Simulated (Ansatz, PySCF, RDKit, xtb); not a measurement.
**CH2NNa: a search for the lowest isomer**

Given the formula CH2NNa and nothing else, which arrangement of the atoms is the most stable in the gas at 298.15 K, and what are its properties?

Plan: many cheap relaxations first (GFN2-xTB), then density-functional screening, relaxation at B3LYP-D3(BJ)/def2-SVP, vibrations and a final energy. The numbers are computed, not measured.

4 further runs of the same task are left out: 4 set aside as unsound or not needed.

### Step 1. Possible bonding patterns

All bonding patterns within simple valence rules are listed by program: one Lewis structure each, at most two rings and one unusual centre or charged pair. O–O, O–halogen and N–halogen bonds and N–N–N chains are not drawn. That gives 6 candidates.

| label | SMILES | spin |
| --- | --- | --- |
| c030 | N=[CH][Na] | singlet |
| c227 | [CH]1=[NH+][Na-]1 | singlet |
| c549 | [CH-]=[NH+][Na] | singlet |
| c628 | C#[N+][NaH-] | singlet |
| c671 | C=[N][Na] | singlet |
| c766 | [NH2+]=[C-][Na] | singlet |

Candidates are built by distance geometry, with a force field where one applies, in up to four conformers (letters a to d). 10 starts with atoms placed at random are added, to find patterns that the rules miss.

**Question.** With final energies at CCSD(T)/def2-TZVPP, which structure will this search put lowest in free energy, and by what margin?

| quantity | value |
| --- | --- |
| lowest structure found | C=[N][Na], singlet, Cs |
| next finalist | [CH][N][NaH] ‡, singlet, 5.4 kcal/mol higher in G |
| share at equilibrium, among the finalists | 100.0 % |
| harmonic wavenumbers, lowest and highest (B3LYP-D3(BJ)/def2-SVP) | 90 and 2758 cm⁻¹ |
| rotational constants, same geometry | 6.092, 0.1599, 0.1558 cm⁻¹ |
| dipole moment (PBE0/def2-TZVPD) | 7.25 D |
| HOMO energy (PBE0/def2-TZVPD) | -3.64 eV |
| LUMO energy (PBE0/def2-TZVPD) | -1.47 eV |
| HOMO–LUMO gap (PBE0/def2-TZVPD) | 2.17 eV |
| lowest excitation (TD-PBE0/def2-SVPD) | 1.25 eV (f = 0.042) |
| strongest of the states computed, same level | 5.03 eV (f = 0.086) |
| lowest triplet excitation, same level, Tamm-Dancoff | 0.91 eV |
| vertical ionisation energy | 5.71 eV |
| vertical electron affinity | 0.57 eV |
| vertical triplet less singlet | +1.55 eV |

The search ends on `C=[N][Na]`. Among the finalists first place is clear (5.4 kcal/mol); structures outside the list aren't covered. B3LYP-D3(BJ)/def2-SVP, HF/def2-TZVPP and MP2/def2-TZVPP already put its bonding pattern lowest among the structures in one piece. One minimum inside the window was never screened. Lowest found is not proven lowest: the search is finite, and each finalist counts with one conformer. Bonds to the alkali or alkaline-earth atom are largely ionic, and its place along soft bends is ill-defined. The lowest isomer need not be the one that is made and kept in a bottle, which depends on barriers.

‡ marks the bonded skeleton alone, with all bonds drawn single: no Lewis structure was assigned that passes a check against the bond lengths.
